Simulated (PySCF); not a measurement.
**The first ionisation energy along group 14**

Calculated with PySCF 2.14 from differences of total energies of unrestricted determinants, without spin-orbit coupling. Values in eV. The last column holds reference values (NIST; (s) semi-empirical, (t) theoretical, else measured). Unmarked ones compare directly (S terms, centres of terms, or small fine structure); those marked * lie between the lowest fine-structure levels and include a spin-orbit shift.

| element | configurations | UHF | LDA | PBE | PBE0 | MP2 (valence) | SCS-MP2 (valence) | reference |
| --- | --- | --- | --- | --- | --- | --- | --- | --- |
| C (aug-cc-pVQZ with one added diffuse shell each of s, p, d, f, g type, non-relativistic) | [He] 2s2 2p2 → [He] 2s2 2p1 | 10.799 | 11.690 | 11.541 | 11.514 | 11.284 | 11.150 | 11.262 |
| Si (aug-cc-pV(Q+d)Z with one added diffuse shell each of s, p, d, f, g type, non-relativistic) | [Ne] 3s2 3p2 → [Ne] 3s2 3p1 | 7.637 | 8.232 | 8.198 | 8.219 | 8.077 | 7.990 | 8.157 |
| Ge (aug-cc-pVQZ-PP with one added diffuse shell each of s, p, d, f, g type with ECP10MDF, ECP) | [Ar] 3d10 4s2 4p2 → [Ar] 3d10 4s2 4p1 | 7.402 | 7.966 | 7.850 | 7.890 | 7.783 | 7.705 | 7.925 |
| Sn (aug-cc-pVQZ-PP with one added diffuse shell each of s, p, d, f, g type with ECP28MDF, ECP) | [Kr] 4d10 5s2 5p2 → [Kr] 4d10 5s2 5p1 | 6.849 | 7.414 | 7.262 | 7.307 | 7.183 | 7.117 | 7.389 |
| Pb (aug-cc-pVQZ-PP with one added diffuse shell each of s, p, d, f, g type with ECP60MDF, ECP) | [Xe] 4f14 5d10 6s2 6p2 → [Xe] 4f14 5d10 6s2 6p1 | 6.563 | 7.160 | 6.978 | 7.014 | 6.853 | 6.788 | 7.417 * |

**Question.** Which of these methods has the smallest mean absolute error against the measured values here?

**Answer.** PBE0, with 0.108 eV.

```csv
method,elements,mean error (eV),mean absolute error (eV),largest error (eV)
UHF,4,-0.512,0.512,-0.540
LDA,4,0.142,0.142,0.428
PBE,4,0.029,0.131,0.279
PBE0,4,0.049,0.108,0.252
MP2 (valence),4,-0.102,0.113,-0.206
SCS-MP2 (valence),4,-0.193,0.193,-0.272
```

For Pb a determinant mixes LS terms or the coupling is close to jj, so these rows are model values.

Errors include the incompleteness of the basis and the frozen core.

"Valence" correlates the outer s and p shells and, in groups 3 to 12 and the f block, the outer d or f shell, open or full, or the next shell where the ion has no valence electron left; the wider scheme adds the next inner shell.
